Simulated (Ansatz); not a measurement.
Mulliken charges of `C=C(S)CF` from r2SCAN/def2-TZVPP in Ansatz (PBE0-D4/def2-TZVP geometry).

```csv
atom,x (Å),y (Å),z (Å),charge (e)
C1,-0.405,0.168,1.461,-0.222
C2,0.101,-0.234,0.303,0.039
S3,1.162,-1.636,0.208,-0.131
C4,-0.262,0.368,-1.017,0.162
F5,-1.087,1.457,-0.869,-0.236
H6,-0.111,-0.291,2.396,0.089
H7,-1.136,0.966,1.485,0.102
H8,1.952,-1.176,-0.778,0.088
H9,-0.774,-0.372,-1.640,0.066
H10,0.642,0.698,-1.544,0.043
```

**Question.** By hand: the dipole of these point charges (1 e Å = 4.8032 D).

**Answer.** Σ q r = (0.178, -0.142, -0.178) e Å, of length 0.289 e Å = 1.39 D.

**Question.** How does the dipole of the full density compare? (Estimate.)

**Answer.** Ansatz gave: (0.163, -0.057, -0.155) e Å, 1.11 D; the point charges give 1.25 times that, at 15° from its direction.

Point charges leave out the atoms' own dipoles, such as those of lone pairs, and Mulliken's split depends on the basis, so the two needn't agree.
